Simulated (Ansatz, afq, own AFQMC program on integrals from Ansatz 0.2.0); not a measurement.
Two steps: Ansatz 0.2.0 writes the Fock matrix and Cholesky factors of the valence space, and afq projects on them the lowest state that overlaps trial and start.

```yaml
crystal:
  periodic: [false, false, false]
  atoms:
    - {symbol: O, position_ang: [0.000000, 0.000000, 0.000000]}
basis:
  gaussian: {orbitals: aug-cc-pVTZ}
magnetization: {spin_polarized: true, initial_magnetization: 2}
correlation: {method: ccsd_t, electrons: outside_noble_gas, hamiltonian_folder: ham}
```

```sh
$ ansatz run in.yaml --threads 1 --pin off --events-out ev --progress --plain --max-ram 24576MiB --backend cuda --devices 0, --max-vram 18GiB
```

afq runs on the folder ham with

```
--method phaseless --trial hf --walkers 4000 --populations 20 --least-time 40 --time-step 0.005 --steps-per-block 20 --equilibration-blocks 112 --max-blocks 4000 --target-error 0.00045 --factor-cut 1e-05 --start spin_pure --seed 3348 --taylor-order 6
```

Times are imaginary, in 1/Eh. The walk had a cap of 55 s. With eight or more populations the least sampling time is a fifth of least-time, and the error comes from their spread.

Log:

```
orbitals 45  electrons 4 2  factors 279 of 279
reference energy -74.81298220 Eh
CCSD correlation -0.16253969 Eh in 10 cycles, weight of the determinant in the CISD state 0.9616
energy of the start -74.813180 Eh
 block  time / (1/Eh)  mean weight  energy / Eh
     1     0.100  1.0010  -74.883255
     2     0.200  1.0020  -74.918502
     3     0.300  1.0015  -74.937755
     4     0.400  1.0012  -74.948965
     5     0.500  1.0009  -74.957464
     9     0.900  1.0000  -74.973773
    29     2.900  0.9998  -74.978865
    57     5.700  0.9997  -74.981531
    85     8.500  1.0002  -74.980999
   113    11.300  1.0001  -74.979232
   141    14.100  0.9999  -74.972583
   169    16.900  0.9995  -74.974745
   197    19.700  0.9998  -74.975742
   225    22.500  0.9998  -74.978416
   253    25.300  1.0003  -74.979920
   281    28.100  1.0002  -74.978732
error from the spread of 20 populations
energy -74.977221 +/- 0.000448 Eh
(rows thinned)
```

The run passed its tests (sampling time, drift between the halves within three errors, error under three times the target), which doesn't prove that it has relaxed.

Against this walk (error 12.2 meV) on the same determinant: CCSD(T) 47.1 meV lower, CCSDT(Q) 58.5 meV lower, a separate phaseless walk with a CISD trial and standard settings 51.0 ± 12.2 meV lower. The error is statistical and leaves out the bias of the constraint. CCSDT(Q) is the surest value here, so the walk's 59 meV above it is most likely the bias of the constraint with this trial, which can have either sign.

Cautions: constraint bias not in the error.

The walk took 28 s on 1 × NVIDIA H100 80GB HBM3 with 2 threads of AMD EPYC 7R13 Processor (Zen 3) (shared host) (the card was shared). The log's last line is the phaseless energy.

CCSDT and higher add their correlation energy to the determinant of the CCSD(T) run, since their own runs factorise the integrals more tightly (a shift of under 2 meV). A walk keeps the symmetry of its determinant, which the program's search chose and which needn't be the lowest solution, so a lower state of the same spin and another symmetry isn't excluded.
